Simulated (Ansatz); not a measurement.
AlP (charge +1), a composite energy at a relaxed geometry

With the Python package of Ansatz (0.2.0).

Run as a notebook:

In [1]:
```python
from dataclasses import dataclass
import itertools

import ansatz as az
from ase.data import atomic_numbers, covalent_radii
import numpy as np
```

In [2]:
```python
@dataclass
class Options:
    basis: str = "def2-SVP"
    functional: str = "PBE0"
    net_charge: int = 1
```

In [3]:
```python
opts = Options()
```

In [4]:
```python
geometry_ang = [
    ("Al", (0.0, 0.0, 0.0)),
    ("P", (0.0, 0.0, 2.36)),
]
mol = az.Crystal.molecule()
for symbol, xyz in geometry_ang:
    mol = mol.atom(symbol, xyz)

calculation = mol.calculation()
calculation = calculation.basis(gaussian=opts.basis)
calculation = calculation.functional(opts.functional).charge(opts.net_charge)
calculation = calculation.spin("collinear", total=3)
symbols = [site.symbol for site in mol.cartesian_sites]
start = np.array([site.position_ang for site in mol.cartesian_sites], dtype=float)
summary = calculation.relax(force_tolerance=0.01).run().report
end = np.array(summary["positions_ang"])
# pairs closer than 1.2 times the sum of covalent radii, before or after
radius = [covalent_radii[atomic_numbers[s]] for s in symbols]
span = lambda where, i, j: np.linalg.norm(where[i] - where[j])
bonded = [(i, j) for i, j in itertools.combinations(range(len(symbols)), 2) if min(span(start, i, j), span(end, i, j)) < 1.2 * (radius[i] + radius[j])]
print("pair        before    after (A)")
for i, j in bonded:
    print(f"{symbols[i]}{i}-{symbols[j]}{j}".ljust(10), f"{span(start, i, j):8.4f} {span(end, i, j):8.4f}")
```
```text
pair        before    after (A)
Al0-P1       2.3600   2.4869
```

In [5]:
```python
minimum = az.Crystal.molecule()
for symbol, place in zip(symbols, end):
    minimum = minimum.atom(symbol, place.tolist())
at_minimum = (
    minimum.calculation()
    .charge(opts.net_charge)
    .spin("collinear", total=3)
)
# MP2 extrapolated to the basis limit, plus the small-basis difference CCSD(T) - MP2
level = lambda method, basis: at_minimum.basis(gaussian=basis).correlation(method).run().report
small, large, cluster = level("mp2", "cc-pVDZ"), level("mp2", "cc-pVTZ"), level("ccsd_t", "cc-pVDZ")
corr = lambda each: (each["free_energy_ev"] - each["reference_energy_ev"]) / 27.211386246
mp2_limit = (27 * corr(large) - 8 * corr(small)) / 19
pieces = {"HF / cc-pVTZ": large["reference_energy_ev"] / 27.211386246, "MP2 correlation, DZ-TZ limit": mp2_limit, "CCSD(T) - MP2 / cc-pVDZ": corr(cluster) - corr(small)}
for name, value in pieces.items():
    print(f"{name:32s} {value:14.6f} Ha")
print(f"{'sum':32s} {sum(pieces.values()):14.6f} Ha")
print("T1 diagnostic", round(cluster["correlation"]["coupled_cluster"]["t1_diagnostic"], 4))
```
```text
HF / cc-pVTZ                        -582.393967 Ha
MP2 correlation, DZ-TZ limit          -0.132387 Ha
CCSD(T) - MP2 / cc-pVDZ               -0.033708 Ha
sum                                 -582.560062 Ha
T1 diagnostic 0.0246
```

Total energies depend on the basis set; only differences at equal settings carry meaning. The sum leaves out core correlation, relativity, the Hartree-Fock basis error and zero-point energy; a DZ-TZ extrapolation is rough. The species is open-shell (spin multiplicity 4). Inner cores stay frozen, so this is valence correlation. For Al to Cl the sets with a tight d function, cc-pV(X+d)Z, are usual. The spin state was assumed, and another may lie lower. An extrapolation from small basis sets is rough. It ran for 17 s on 1 thread of AMD EPYC 7R43 64-Core Processor (Zen 3) (shared host), peak memory 0.19 GiB.
